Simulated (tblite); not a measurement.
Run record: tight-binding relaxation, CH2PH, `C=P`.

Computed with GFN2-xTB geometry optimisation, gas phase (tblite 0.8.0). Start geometry: from a force field or distance geometry. The input is one job of a driver script: a line of settings, then coordinates in Å.

Command:
```bash
OMP_NUM_THREADS=1 python probes_run.py task.json out
```

Input:
```
{"job": {"kind": "relax", "xc": "GFN2-xTB", "basis": "xTB"}, "charge": 0, "multiplicity": 1}
C     -0.629400     0.021900    -0.205900
P      0.856900    -0.665200     0.020900
H     -0.688200     1.023200    -0.660300
H     -1.529300    -0.512600     0.088000
H      1.998700     0.135600    -0.398300
```

Q: Give the output.

A: 
```
step      E/eV     max force
  0    -166.45180    1.884
  1    -166.53343    1.061
  2    -166.61769    1.215
  3    -166.69795    0.729
  4    -166.71581    0.471
  5    -166.72735    0.405
  6    -166.73230    0.339
  7    -166.74068    0.353
  8    -166.74830    0.333
  9    -166.75282    0.187
 10    -166.75422    0.155
 11    -166.75542    0.116
 12    -166.75637    0.127
 13    -166.75705    0.077
 14    -166.75724    0.024
 15    -166.75726    0.005
```

«max force» is the largest atomic force in eV/Å.

Q: From which step on does the largest force stay under 0.1 eV/Å, and how much energy is left to gain from there?

A: From step 13 (0.077 eV/Å), 0.2 meV above the end.

In short: energy lowered by 7.0 kcal/mol over 15 steps; largest atomic force 0.005 eV/Å at the end.

Hardware: one thread of an x86-64 server, on a shared host.
Labels such as C1 count atoms from 1, the log's own numbers from 0.
